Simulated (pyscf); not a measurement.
HO–GeH₂–Cl (SMILES [OH][GeH2][Cl]) + H₂ (SMILES [H][H]) → Cl–GeH₃ (SMILES [Cl][GeH3]) + H₂O (SMILES O), a four-centre exchange (singlet surface; Ge–O, H–H broken, Ge–H, H–O formed). Optimised with ωB97X-D3(BJ)/def2-SVP in PySCF. Energies in kcal/mol from the separated reactants.

Small-basis levels: PySCF, no dispersion term, spherical d functions. AM1 to PM7: differences of heats of formation from MOPAC, which are fitted to 298 K values and so differ in kind from electronic energies by zero-point and thermal terms. Cost: rough CPU time at the saddle relative to B3LYP/6-31G*+LANL2DZ, from one job on a shared machine.

| level | barrier | reaction energy | cost |
|---|---|---|---|
| SVWN5/6-31G*+LANL2DZ | 27.8 | +9.0 | 0.9 |
| PBE/6-31G*+LANL2DZ | 38.9 | +8.3 | 1 |
| B3LYP/3-21G | 40.9 | +28.0 | 1 |
| B3LYP/LANL2DZ | 41.7 | +7.8 | 0.8 |
| PBE/def2-SVP | 34.4 | +5.7 | 2 |
| AM1 | 53.3 | +13.7 | under 0.02 |
| PM3 | 75.8 | +29.3 | under 0.02 |
| ωB97M-D3(BJ)/def2-TZVP | 43.5 | +3.8 | – |

Against the last row the barrier runs from -15.8 (SVWN5/6-31G*+LANL2DZ) to +32.3 kcal/mol (PM3). ωB97M-D3(BJ)/def2-TZVP has limits of its own. On the product side the descent ends in a complex, 4.4 kcal/mol under the separated species and 43.8 kcal/mol under the saddle at ωB97X-D3(BJ)/def2-TZVP. This is the saddle that the search found; another between the same sides may lie lower. In the def2 sets elements up to Kr have no core potential.
